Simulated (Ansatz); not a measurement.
**Gold, fcc: convergence with Gaussian smearing**

Computed with Ansatz, r²SCAN, scalar-relativistic PAW, on the relaxed cell (a = 4.123 Å; spin not included). Errors count from a run at 500 eV on a Γ-centred 22×22×22 mesh with Fermi-Dirac smearing of 0.1 eV, extrapolated to zero width. Fixed here: cutoff 500 eV, mesh 13×13×13. The SCF starts from atomic densities corrected by a trained network.

| width (eV) | E(σ→0) error (meV/atom) | F error (meV/atom) | P (GPa) | SCF iterations |
| --- | --- | --- | --- | --- |
| 0.03 | 0.4 | 0.4 | -0.18 | 6 |
| 0.1 | 0.5 | -0.3 | -0.15 | 6 |
| 0.2 | 0.4 | -2.7 | -0.03 | 6 |
| 0.3 | -0.1 | -6.4 | 0.07 | 6 |
| 0.6 | -0.7 | -23.8 | 0.26 | 6 |
| 1.0 | 1.8 | -66.2 | 0.54 | 6 |

Task: What does the run at 0.01 give (width)?

Result: E(σ→0) error (meV/atom): 0.4; F error (meV/atom): 0.4; P (GPa): -0.19; SCF iterations: 6.
